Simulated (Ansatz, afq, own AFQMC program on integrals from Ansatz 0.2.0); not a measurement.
**BPH3, doublet: AFQMC among the cluster methods**

```xyz
5

B     0.0203    0.0329    1.0288
P    -0.0229   -0.0556   -0.4429
H    -0.3505    1.0326    1.5727
H     0.3208   -0.9168    1.6901
H     0.5148    1.2408   -0.6872
```

Connectivity, by distances: BH2–PH.

Basis cc-pVDZ. Noble-gas cores (and the filled d shells of Ga–Kr and In–Xe) are frozen. Integrals, coupled cluster, full CI and functionals: Ansatz 0.2.0; the random walks run on the same integrals in our own AFQMC program. The CISD trial takes its coefficients from CCSD amplitudes. Released means that phaseless walkers are propagated on without the constraint, phases kept. Error bars are statistical, one sigma.

Determinant: UHF, the one that the program's search chose, which needn't be the lowest solution. The geometry is a point of a scan.

No full CI on the walks' own integrals is used here; CCSDT(Q) serves as the reference and is uncertain by about the last step of the cluster series.

* T1 diagnostic: 0.0251
* weight of the determinant in the CISD state: 0.872
* ⟨S²⟩ of the determinant: 0.769
* size of the correlated space: 11 electrons in 41 orbitals

```json
{"level": "MP2", "correlation energy (eV)": "-5.2696"}
{"level": "CCSD", "correlation energy (eV)": "-6.2747"}
{"level": "CCSD(T)", "correlation energy (eV)": "-6.4682"}
```

Estimate where phaseless AFQMC with a CISD trial lies against CCSD(T) on the same integrals.

1.49 ± 0.36 mEh below CCSD(T).

Reference: CCSDT(Q), correlation energy -6.510 eV. The released energy is read at 2.40 1/Eh (meV from the phaseless value at times in 1/Eh: 10 ± 12 at 0.24, -3 ± 12 at 0.51, 10 ± 11 at 0.99, 0 ± 15 at 1.62, -15 ± 18 at 2.40).

```tsv
level	E − E(reference) (mEh)	share of correlation (%)
CCSD(T)	1.54	99.36
CCSDT	0.39	99.84
ph-AFQMC/CISD	0.04 ± 0.36	99.98
released AFQMC	-0.52 ± 0.68	100.22
```

Released energies are given only where the last usable release times agree within the noise; a slower fall can still hide under it.
